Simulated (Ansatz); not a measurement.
`C=CC#N` → `C=C=C=N`  (isomerisation)

Gas-phase electronic energies from Ansatz, PBE0-D4/def2-TZVP geometries. CBS: MP2 limit from def2 TZ/QZ plus the TZ coupled-cluster correction, frozen cores. DFT in def2-TZVPP. Each species was taken in one conformer, which may not be the lowest.

```
             level  ΔE (kJ/mol)
        r2SCANh-D4        137.4
           ωB97M-V        158.6
              PBE0        138.8
SCS-MP2/def2-QZVPP        181.0
```

Task: What does CCSD(T)/CBS give? (An estimate is asked.)

Result: Ansatz gave: +165.8 kJ/mol. The listed levels differ from it by -28.4, -7.2, -27.0, 15.2 kJ/mol.

Largest T1 diagnostic among the species: 0.016.

From r2SCAN to r2SCAN0 (25 % exact exchange), in def2-TZVPP and without D4, ΔE moves by +12.2 kJ/mol. At CCSD(T), def2-SVP lies +11.9 kJ/mol from the extrapolated value and def2-TZVPP +4.0 kJ/mol. In def2-TZVPP, CCSD(T) changes the Hartree–Fock value by −20.7 kJ/mol (the triples alone add −6.3 kJ/mol) and MP2 by −11.7 kJ/mol.
